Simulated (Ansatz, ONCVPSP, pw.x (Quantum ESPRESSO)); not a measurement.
## W (Z = 74): one change to the ONCV potential, in the atom and in the fcc crystal

W, optimised norm-conserving Vanderbilt (ONCV), made with ONCVPSP 4.0.1.1 (patched build) (PBEsol, scalar-relativistic). Core [Kr] 4d10 4f14, reference 5s2 5p6 5d4 6s1 6p1. Waves: 5s+6s: rc 1.90 bohr, ncon 4, nbas 8, qcut 5.2 1/bohr, 2 projectors; 5p+6p: rc 1.70 bohr, ncon 3, nbas 7, qcut 7.6 1/bohr, 2 projectors; 5d: rc 2.50 bohr, ncon 4, nbas 9, qcut 6.7 1/bohr, 1 projector. Local part: polynomial inside 1.25 bohr (lpopt 5, dvloc0 0 Ha). Core correction: Teter function, fcfact 2.75, rcfact 1.5.

Change: d: rc 3.48.

Cutoffs, loose and tight: the cutoffs (Ha) at which the residual kinetic energy of the hardest occupied pseudo-wave falls to 1 and 0.1 mHa per electron. They do not see the model core or the augmentation charge, which bear on the density cutoff. Test errors are all-electron minus pseudo excitation energies from the reference, over the configurations 5s2 5p6 5d4 6s2 6p0; 5s2 5p6 5d4 6s1 6p0; 5s2 5p6 5d4 6s0 6p0; 5s2 5p6 5d4.5 6s1.5 6p0; variants that change the core or the reference have their own tests.

Crystal test: fcc W in pw.x 7.5, no spin, 14³ k-points, Fermi–Dirac smearing 0.01 Ry, cutoffs set for each file from its atomic test. The reference is all-electron LAPW (Ansatz 0.2.0) with the same functional, mesh and smearing; V0 and B0 come from Birch–Murnaghan fits to the pressures at five volumes. Errors are pseudo minus all-electron; Δ is the rms difference of the E(V) curves that follow from these fits, minima aligned, over ±6 % about the mean V0. Mesh and smearing are coarse, so the numbers serve the comparison and aren't converged zero-temperature values; the lattice is a test structure that the element need not adopt.

All-electron: a0 = 4.000 Å (V0 = 16.00 Å³/atom), B0 = 298.8 GPa.

Does the change bring the crystal closer to the all-electron result?

The mean pressure error goes from -3.15 to -1.69 GPa, so the change moves the solid closer to the all-electron pressures. The B0 error goes the other way, from -0.1 to -2.5 %. At 80 % of its cutoff the pressure of the changed file moves by -1.75 GPa.

```
                       quantity       base    changed
                 outcome (atom)  generated  generated
           cutoff, loose (atom)      17 Ha      17 Ha
           cutoff, tight (atom)      23 Ha      23 Ha
            bound ghosts (atom)       none       none
largest test error (meV) (atom)        -10        -15
           cutoffs in pw.x (Ry)     55/220     55/220
                         a0 (Å)      3.986      3.993
                   a0 error (%)      -0.35      -0.19
                   B0 error (%)       -0.1       -2.5
                   Δ (meV/atom)       11.1        6.0
      mean pressure error (GPa)      -3.15      -1.69
```

Changed file: The largest radius (3.48 bohr) exceeds half the bond length (2.67 bohr), so the spheres overlap, which is one possible source of error among others.
